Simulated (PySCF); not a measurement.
# HF: from the state search to spectroscopic constants

The task here is to estimate one member of a computed series from the others.

The runs use PySCF 2.14.0; H def2-TZVPPD, F def2-TZVPPD, no relativity.

Set-up of the first run:

The job is set up so:

```json
{
  "atoms": "H, F",
  "charge": "0",
  "basis": "H def2-TZVPPD, F def2-TZVPPD",
  "Hamiltonian": "no relativity",
  "basis functions": "57",
  "electrons treated": "10",
  "masses in u": "1.0078, 18.9984",
  "levels": "PBE0, PBE, r²SCAN, revPBE, BP86, M06-L, B97-3, PW91, CAM-B3LYP, HF, MP2, SCS-MP2, CCSD, CCSD(T)",
  "grid": "80 radial by 434 angular points",
  "occupations": "held fixed by the projection of orbital angular momentum",
  "dissociation limit": "H + F, each in its ground configuration",
  "starting distance in angstrom": "0.935",
  "values of 2S to try": "0, 2"
}
```

On the command line:

```sh
OMP_NUM_THREADS=1 python dia.py task.json out
```

Steps of the session up to this table: The job; PBE0 along the bond; PBE (GGA); r²SCAN (meta-GGA); revPBE (GGA); BP86 (GGA); M06-L (meta-GGA); B97-3; PW91 (GGA); CAM-B3LYP (range-separated hybrid); RHF (mean field); MP2 and coupled cluster.

One of the session's tables, all rows but one given; the rest of the session is left out.

```
      level  Re (Å)  ωe (cm⁻¹)  De (eV)
        RHF   0.898       4466     4.21
    RHF-MP2   0.920       4124     6.21
RHF-SCS-MP2   0.920       4121     6.10
   RHF-CCSD   0.916       4169     5.94
RHF-CCSD(T)   0.919       4124     6.02
        PBE   0.931       3968     6.17
     revPBE   0.931       3967     6.00
       PW91   0.930       3975     6.19
       BP86   0.932       3957     6.28
     r²SCAN   0.921       4085     6.00
      M06-L   0.916       4135     5.85
       PBE0   0.918       4149     5.94
      B97-3   0.917       4168     5.99
  CAM-B3LYP       ?          ?        ?
```

**Question.** Estimate the row for CAM-B3LYP.

As computed: Re (Å): 0.922; ωe (cm⁻¹): 4107; De (eV): 6.08. In the column «Re (Å)» it lies between r²SCAN (0.921) and PW91 (0.930).
